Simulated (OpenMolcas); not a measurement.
## Predicting a hybrid from its neighbours: CH2N

CH2N has 4 atoms, charge 0, and is taken as a doublet. SMILES: `C=[N]`. The coordinates come from a PBE0-D4/def2-TZVP relaxation.

The dipole moment y, in D, basis def2-TZVPP; a is the functional's share of exact exchange. Programs: OpenMolcas 26.06.

```
functional     program     a  y (D)
     UBLYP  OpenMolcas     0   2.44
      UPBE  OpenMolcas     0   2.43
    UB3LYP  OpenMolcas   0.2   2.48
     UPBE0  OpenMolcas  0.25      ?
    UBHLYP  OpenMolcas   0.5   2.52
```

Task: Fit y = c + s·a to the known rows and predict UPBE0.

Result: 
1. Means of the 4 rows: a = 0.1750, y = 2.468.
2. Σ(Δa)² = 0.1675, Σ(Δa·Δy) = 0.02875, so the slope is 0.02875/0.1675 = 0.17164.
3. Intercept: 2.468 − (0.17164) × 0.1750 = 2.438. The largest residual of the fit is 0.008.
4. UPBE0: 2.438 + (0.17164) × 0.25 = 2.48 D.

The run gave 2.47 D, so the prediction is off by +0.01 D, at the rounding of the table. More exact exchange makes the molecule more polar here.
